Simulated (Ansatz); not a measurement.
A nudged elastic band was laid between two geometries of ClH + H4OSi (8 atoms, charge 0, multiplicity 1).

These are results of Ansatz, RKS B3LYP/def2-SVP, not measurements.

```yaml
movable_images: 5
climbing_image: yes
spring: 5.0 eV/Å²
optimiser: quadratic models (default)
start_path: through a guess of the saddle point
force_threshold: 0.05 eV/Å
iteration_limit: 60
end_points: relaxed
```

First end point:

```xyz
8
Properties=species:S:1:pos:R:3
Si -0.246 0.249 -0.112
O -0.043 -0.189 1.508
H -0.834 -0.236 2.061
H 1.122 0.295 -0.681
H -0.898 1.589 -0.202
H -1.088 -0.744 -0.840
Cl 1.892 -2.628 1.957
H 1.129 -1.567 1.883
```

Last end point:

```xyz
8
Properties=species:S:1:pos:R:3
Si 0.437 -0.117 -0.429
O -0.655 -0.342 2.493
H -1.226 -1.121 2.429
H 0.981 0.000 -1.810
H 0.430 1.212 0.223
H -0.909 -0.736 -0.491
Cl 1.746 -1.400 0.596
H 0.231 -0.727 2.564
```

Which bonds break or form, and what moves?

Bonds broken: Si1–O2, Cl7–H8. Bonds formed: Si1–Cl7, O2–H8. ClH + H4OSi becomes ClH3Si + H2O.

Give the energies along the band, and the barrier.

The run converged. The highest image is number 3 of 0 to 6, 92.5 kJ/mol above the first end and 90.2 kJ/mol above the last; the last end lies 2.3 kJ/mol above the first. A vibrational analysis at the climbing image gives one clearly imaginary mode, 178i cm⁻¹: a first-order saddle point. The orbitals stay closed-shell, which can raise the energy where a bond breaks towards radicals; this wasn't checked here.

| image | path coordinate (Å) | energy (kJ/mol) | Si1–O2 (Å) | Cl7–H8 (Å) | Si1–Cl7 (Å) |
| --- | --- | --- | --- | --- | --- |
| 0 | 0.00 | 0.0 | 1.69 | 1.31 | 4.14 |
| 1 | 0.77 | 1.3 | 1.69 | 1.31 | 3.72 |
| 2 | 1.54 | 33.2 | 1.73 | 1.37 | 2.99 |
| 3 | 2.31 | 92.5 | 1.91 | 1.92 | 2.48 |
| 4 | 3.85 | 22.9 | 3.12 | 2.29 | 2.11 |
| 5 | 5.40 | 10.6 | 3.56 | 2.55 | 2.10 |
| 6 | 6.94 | 2.3 | 3.13 | 2.57 | 2.10 |

What is the geometry of the highest image?


```xyz
8
Properties=species:S:1:pos:R:3
Si 0.101 -0.183 -0.042
O 0.046 -0.138 1.863
H -0.791 0.048 2.320
H 1.343 0.353 -0.640
H -0.815 1.022 0.007
H -0.724 -1.159 -0.793
Cl 1.388 -2.138 0.789
H 0.486 -1.035 2.071
```

What are the harmonic wavenumbers there?

178i, 194, 335, 386, 454, 594, 677, 714, 857, 978, 1049, 1074, 1355, 2097, 2242, 2287, 2912, 3767 cm⁻¹.

Run time: 4.1 min on 1 thread of Arm Neoverse V2 (shared host), peak memory 0.16 GiB.
